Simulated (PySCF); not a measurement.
1,1-difluoroethane: calculation against experiment

**The experiment to reproduce.**

NIST CCCBDB Release 22 (SRD 101), experimental dipoles lists, for the gas: dipole moment (dielectric constant against temperature) 2.262 ± 0.008 D.

The results are set against them at the end.

Species: 1,1-difluoroethane, C2H4F2.
Atom-mapped SMILES: `[CH3:1][CH:2]([F:3])[F:4]` (hydrogens: H5, H6, H7 on C1; H8 on C2)

Structure used (GFN2-xTB), in Å, numbered top down from 1:
```
atom  x, y, z in Å
C1    -0.7813   -0.1569    0.0059
C2     0.7017    0.1345    0.0635
F3     1.3994   -0.7581   -0.6828
F4     0.9746    1.3553   -0.4617
H5    -1.1167   -0.1130   -1.0275
H6    -0.9720   -1.1483    0.4055
H7    -1.3182    0.5834    0.5912
H8     1.1216    0.1124    1.0814
```

The PySCF runs (gas phase, on this GFN2-xTB geometry; no spin–orbit coupling):

```csv
level,job,basis functions,wall time
wB97X-D/def2-SVPD,"8 singlets by full TDDFT, 3 Tamm–Dancoff triplets, polarisability",118,6.5 s
```

Hardware: an x86-64 server with one thread, no GPU, shared host.

## Comparison

**Dipole moment.** Measured: 2.262 D (NIST CCCBDB Release 22 (SRD 101), experimental dipoles).

```json
{"level": "wB97X-D/def2-SVPD", "computed (D)": "2.334", "computed − measured (D)": "+0.072", "% (from the printed values)": "+3"}
```

The computed dipoles belong to one fixed geometry; measured ones are averaged over vibrations unless marked μe. Magnitudes are compared, not signs.

The geometry is computed, not the measured one. Where a level misses, the cause wasn't examined.
